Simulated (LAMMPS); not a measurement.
bcc W

Method: the machine-learned potential SNAP W_2940_2017_2.snap (LAMMPS).

Cell: relaxed at this level.

```yaml
equilibrium_lattice_constant_a: 3.180 Å
volume_per_atom: 16.09 Å³/atom
vacancy_formation_energy: 3.23 eV
```

Measured, for comparison: lattice constant a 3.16 Å, equilibrium volume per atom 15.78 Å³/atom (static lattice: zero-point anharmonic expansion removed; as tabulated in Mejia-Rodriguez and Trickey (2018), arXiv:1807.09216); vacancy formation energy 3.6 ± 0.2 eV (no zero-point or thermal correction, monovacancy, our sources range from 3.60 to 4.60; as tabulated in J. N. Mundy, S. T. Ockers, L. C. Smedskjaer, Vacancy migration enthalpy in …). Computed (rounded) less measured: lattice constant a +0.6 %, equilibrium volume per atom +2.0 %, vacancy formation energy not scored (sources differ).

A machine-learned potential is trained on density-functional data: it inherits that level's misses and adds fitting errors of its own.
